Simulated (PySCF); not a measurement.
The calculation used PBE0/pcSseg-1 in PySCF (dipole) on a GFN2-xTB geometry, gas phase. One conformer each; commonest isotopes, rigid rotors.

Species:
1. `[CH3:1][C:2]([CH3:3])([CH3:4])/[C:5]([F:6])=[C:7](\[SiH3:8])[CH2:9][F:10]` with C5–C7–C9–F10 158°
2. `C#CC=C` (vinylacetylene)
3. `[CH2:1]=[CH:2][C@@:3]([CH3:4])([CH2:5][SiH2:6][CH3:7])[CH:8]([F:9])[F:10]` with C1–C2–C3–C4 -13°, C2–C3–C5–Si6 177°, C3–C5–Si6–C7 -179°, C2–C3–C8–F9 57°

Rotational constants (MHz) and dipole components (D):

| set | A | B | C | μa | μb | μc |
| --- | --- | --- | --- | --- | --- | --- |
| P | 50415 | 4848 | 4423 | 0.43 | 0.03 | 0.00 |
| Q | 1566 | 683.1 | 594.1 | 1.68 | 1.56 | 0.41 |
| R | 1652 | 756.8 | 595.8 | 2.10 | 0.50 | 0.37 |

Q: Which set belongs to which species?

A: P = 2, Q = 3, R = 1.

- 1 (set R): mass 164.1 u, 10 heavy atoms, longest extent 6.9 Å, C1, asymmetric top, Ia, Ib, Ic = 305.9, 667.8, 848.2 u·Å².
- 2 (set P): mass 52.0 u, 4 heavy atoms, longest extent 5.6 Å, Cs, near-prolate asymmetric top, Ia, Ib, Ic = 10.0, 104.2, 114.3 u·Å².
- 3 (set Q): mass 164.1 u, 10 heavy atoms, longest extent 8.2 Å, C1, asymmetric top, Ia, Ib, Ic = 322.7, 739.8, 850.7 u·Å².

Point groups hold within 0.08 Å; constants that symmetry makes equal can differ a little in the computed geometry, and forbidden dipole components can keep a residue. No structure here is proved a minimum.
